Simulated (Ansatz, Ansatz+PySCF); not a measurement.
```xyz
3

C     0.0000    0.5249   -0.3523
H     0.0000    1.6127    0.2127
O     0.0000   -0.5952    0.2377
```

UHF on doublet CHO was run in several spherical basis sets with Ansatz (development build ahead of 0.2.0). Caution for UHF: the unrestricted determinant is spin contaminated.

Task: Rank the basis sets by the total energy that they give, lowest first, with the distance from the lowest.
A. cc-pVDZ
B. cc-pVTZ
C. def2-SVP
D. 6-31G(d)
E. def2-TZVP

Result: E (0.00 eV), B (0.13 eV), A (0.99 eV), D (1.35 eV), C (3.75 eV).

Totals follow the description of the cores as much as that of the bonds, so this order isn't one of quality for chemistry.
